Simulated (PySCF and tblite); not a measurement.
Results of a calculation; reference values are marked as such.
System: C3H4F2O, numbered as in [F:1][CH:2]([F:3])[C@H:4]1[CH2:5][O:6]1.

Motion: rotation about the C2–C4 bond (torsion F1–C2–C4–C5 from 69° to 207°, rising). GFN2-xTB gives an electronic barrier of 3.8 kcal/mol and a reaction energy of 3.3 kcal/mol.

(1) What does PBE0/pcSseg-1 + D3(BJ) give on GFN2-xTB geometries?

Programs: tblite and PySCF.

Answers

(1) A barrier of 3.4 kcal/mol, 0.4 below the tight-binding barrier (from unrounded values), a reaction energy of 0.8 kcal/mol and, with GFN2-xTB thermal terms, ΔG‡(298 K) = 3.9 kcal/mol and k = 8.1×10⁹ s⁻¹ (1 equivalent path).
